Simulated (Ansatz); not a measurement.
Compare A (`N=C=C(N)O`) with its isomer B (`N#COCN`).

Computed with Ansatz on PBE0-D4/def2-TZVP structures; ΔE is electronic, products minus reactants. CCSD(T)/CBS is the MP2 limit (def2-TZVPP, def2-QZVPP) plus CCSD(T) − MP2 in def2-TZVPP, frozen cores. DFT in def2-TZVPP. B3LYP here is the variant with VWN-RPA as its local correlation; programs differ in this. Each species was taken in one conformer, which may not be the lowest.

A:

```xyz
9

N    -1.4926   -1.1805   -1.0192
C    -0.7220   -0.4791   -0.3571
C     0.1270    0.3544    0.1989
N     1.4626    0.0507    0.4740
O    -0.2375    1.5830    0.6901
H    -1.9423   -1.9184   -0.4685
H     1.6703   -0.9315    0.3817
H     2.1108    0.6061   -0.0721
H    -0.9763    1.9153    0.1722
```

B:

```xyz
9

N     1.5244    1.2943   -2.2905
C     1.0669    1.0791   -1.2505
O     0.5640    0.8467   -0.0993
C    -0.2560   -0.4190   -0.0254
N    -0.7673   -0.6052    1.2468
H     0.4230   -1.2223   -0.3113
H    -1.0462   -0.2971   -0.7662
H    -1.4365    0.0914    1.5370
H    -0.0724   -0.7679    1.9594
```

Q: Which isomer does CCSD(T)/CBS put lower? Give the gap. (Estimate.)

A: Computed: B, by 86.3 kJ/mol.

Q: Give E(B) − E(A) in kJ/mol with B3LYP-D4, MP2/def2-TZVPP, PBE0-D4, ωB97M-V, CCSD(T)/def2-TZVPP, CCSD/def2-TZVPP, BLYP-D4. (Best estimate.)

A: Computed: B3LYP-D4 -77.9, MP2/def2-TZVPP -103.2, PBE0-D4 -71.3, ωB97M-V -83.8, CCSD(T)/def2-TZVPP -93.8, CCSD/def2-TZVPP -96.5, BLYP-D4 -73.0. None reverses the order clearly.

Q: Does the order hold for the free energy at 298.15 K (harmonic terms from PBE0-D4)? (Best estimate.)

A: Computed: Yes: G(B) − G(A) = -83.3 kJ/mol, for one conformer each. Modes under 60 cm⁻¹, often nearly free rotors, make the harmonic entropy too high.

Largest T1 diagnostic: 0.014.

From r2SCAN to r2SCAN0 (25 % exact exchange), in def2-TZVPP and without D4, E(B) − E(A) moves by −4.4 kJ/mol. Leaving LDA and LC-ωPBE aside and taking each functional with its dispersion term where it has one, the values, not all of them listed here, spread over 28.3 kJ/mol, from B2PLYP to PBE-D4. LDA lies +16.4 kJ/mol from PBE without D4.
